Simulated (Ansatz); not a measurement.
```yaml
crystal:
  periodic: [false, false, false]
  atoms:
    - {symbol: N, position_ang: [-1.080523, -0.009118, -0.001649]}
    - {symbol: P, position_ang: [0.593953, 0.005012, 0.000907]}
    - {symbol: H, position_ang: [-1.625522, 0.835831, -0.004737]}
    - {symbol: H, position_ang: [-1.611193, -0.863143, -0.000203]}
basis:
  gaussian: {orbitals: def2-TZVP}
magnetization: {spin_polarized: true, initial_magnetization: 2}
hamiltonian: {xc: pbe0}
relax: {f_tol: 0.004, max_steps: 80}
```

```sh
$ ansatz run in.yaml --threads 1 --pin off --events-out ev --progress --plain --max-ram 2176MiB
```

Steps of the relaxation (energy above the last step; positions in Å, forces in eV/Å):

```
4
step 1, 1.2 meV
N    -1.081   -0.009   -0.002   -0.109   -0.001    0.000
P     0.594    0.005    0.001    0.239    0.002    0.000
H    -1.626    0.836   -0.005   -0.065   -0.002    0.000
H    -1.611   -0.863    0.000   -0.065    0.001    0.000
```

```
4
step 2, 0.3 meV
N    -1.080   -0.009   -0.002   -0.058    0.000    0.000
P     0.598    0.005    0.001    0.123    0.001    0.000
H    -1.628    0.835   -0.005   -0.032   -0.010    0.000
H    -1.613   -0.862    0.000   -0.033    0.009    0.000
```

```
4
step 3, 0.0 meV
N    -1.080   -0.009   -0.002    0.007    0.000    0.000
P     0.602    0.005    0.001   -0.002    0.000    0.000
H    -1.630    0.834   -0.005   -0.002   -0.001    0.000
H    -1.616   -0.861    0.000   -0.002    0.001    0.000
```

```
4
step 4, 0.0 meV
N    -1.080   -0.009   -0.002    0.003    0.000    0.000
P     0.602    0.005    0.001   -0.001    0.000    0.000
H    -1.630    0.834   -0.005   -0.001   -0.001    0.000
H    -1.616   -0.861    0.000   -0.001    0.000    0.000
```

Close pairs at the end: N1–H4 1.006 Å, N1–H3 1.006 Å, N1–P2 1.682 Å.

A stationary point of unrestricted PBE0 after 4 steps, with ⟨S²⟩ = 2.009 against 2.00 for a pure state; no frequencies were run, so it isn't proven a minimum. 4.3 s on 1 thread of Intel Xeon 6975P-C, shared host.
